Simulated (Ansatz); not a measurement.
The first iterations of a band of CH6AlCl (9 atoms, charge 0, multiplicity 1).

Computed with RKS B3LYP-D4/6-31G* in Ansatz.

```json
{
 "movable images": "3",
 "climbing image": "no",
 "spring": "5.0 eV/Å²",
 "optimiser": "quadratic models (default)",
 "start path": "through a guess of the saddle point",
 "force threshold": "0.05 eV/Å",
 "iteration limit": "60",
 "end points": "relaxed"
}
```

Image 0:

```xyz
9
Properties=species:S:1:pos:R:3
Al 0.001 0.021 0.251
C 0.043 0.317 2.203
H -0.891 0.018 2.697
H 0.875 -0.201 2.697
H 0.174 1.386 2.423
H 1.364 -0.088 -0.567
H -1.360 0.231 -0.549
Cl -0.304 -2.719 0.601
H -0.403 -2.654 1.888
```

Image 4:

```xyz
9
Properties=species:S:1:pos:R:3
Al -0.082 -0.631 -0.381
C -0.022 -0.096 2.653
H -0.925 0.175 3.205
H 0.844 -0.109 3.319
H 0.153 0.659 1.877
H 1.381 -0.059 -0.514
H -1.409 0.216 -0.473
Cl -0.288 -2.742 -0.281
H -0.153 -1.102 2.237
```

| iteration | highest image above the first end (eV) | largest band force component (eV/Å) |
| --- | --- | --- |
| 1 | 1.638 | 10.091 |
| 2 | 0.777 | 2.441 |

Q: Does the band converge within its limit, and where does its top end?

A: The forces met the threshold. It ended after 8 iterations with the highest image 0.107 eV above the first end. Neighbouring images differ by up to 1.8 eV, so the band resolves the path poorly. No image climbed, so the highest image needn't sit at the top of the path. A band with more images between the same ends climbed to 0.28 eV, so this one has probably stepped over the top. So few images can step over the top or miss a turn of the path. The orbitals stay closed-shell, which can raise the energy where a bond breaks towards radicals; this wasn't checked here.

Run time: 60 s on 1 thread of Arm Neoverse V2 (shared host), peak memory 0.13 GiB.
